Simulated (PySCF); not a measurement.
2-chloroacrylonitrile, C3H2ClN.
Numbering: `[CH2:1]=[C:2]([Cl:3])[C:4]#[N:5]` (hydrogens: H6, H7 on C1)

Level: wB97X-D/pcSseg-2 in PySCF, non-relativistic, on one gas-phase PBE0-D3(BJ)/def2-TZVP geometry that isn't relaxed in the solvent. The solvent is an IEF-PCM continuum (van der Waals radii × 1.2). The model holds no explicit solvent molecules, cavitation or dispersion.

Gas phase at wB97X-D/pcSseg-2: HOMO -10.15 eV, LUMO -0.26 eV, dipole 3.61 D.

Problem. What does the continuum do to the energy, the frontier levels and the dipole at wB97X-D/pcSseg-2 in chloroform?

Solution. 
```json
{"solvent": "chloroform", "ε": "4.711", "E(solvent) − E(gas) (kcal/mol)": "-3.75", "polarisation term (kcal/mol)": "-4.47", "distortion of the solute (kcal/mol)": "0.72", "HOMO (eV)": "-9.96", "LUMO (eV)": "-0.06", "dipole (D)": "4.51"}
```

The first energy column is the sum of the next two and covers electrostatics alone.

Problem. Which radius a makes the point-dipole formula ΔE = −[(ε − 1)/(2ε + 1)]·μ²/a³ give the value in chloroform, with the gas-phase dipole?

Solution. μ = 1.420 au and |ΔE| = 0.00597 Eh give a = 2.61 Å; the farthest nucleus lies 2.53 Å from the centroid of the nuclei. The formula assumes a rigid point dipole at the centre of a sphere.

The pairwise dispersion term of wB97X-D wasn't added to the energies; at a given geometry it leaves orbitals and properties as they are.
